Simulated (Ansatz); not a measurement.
Consider the isomerisation: `C=C(F)C(C)O` → `CO/C(C)=C\F`.

Isolated molecules relaxed with PBE0-D4/def2-TZVP in Ansatz; ΔE leaves out vibrations. CCSD(T)/CBS is the MP2 limit (def2-TZVPP, def2-QZVPP) plus CCSD(T) − MP2 in def2-TZVPP, frozen cores. DFT in def2-TZVPP. B3LYP here is the variant with VWN-RPA as its local correlation; programs differ in this. One conformer a species, not always the lowest.

```tsv
species	B3LYP-D4 energy (Eh)
`C=C(F)C(C)O`	-331.83650
`CO/C(C)=C\F`	-331.82048
```

Q: Work out ΔE.

A: ΔE = (-331.82048) − (-331.83650) = 0.01602 Eh = +42.1 kJ/mol. CCSD(T)/CBS gives +53.9 kJ/mol.

Largest T1 diagnostic among the species: 0.012.

In def2-TZVPP, CCSD(T) changes the Hartree–Fock value by +6.3 kJ/mol (the triples alone add −0.3 kJ/mol) and MP2 by +8.8 kJ/mol. From PBE to PBE0 (25 % exact exchange), in def2-TZVPP and without D4, ΔE moves by +4.5 kJ/mol.
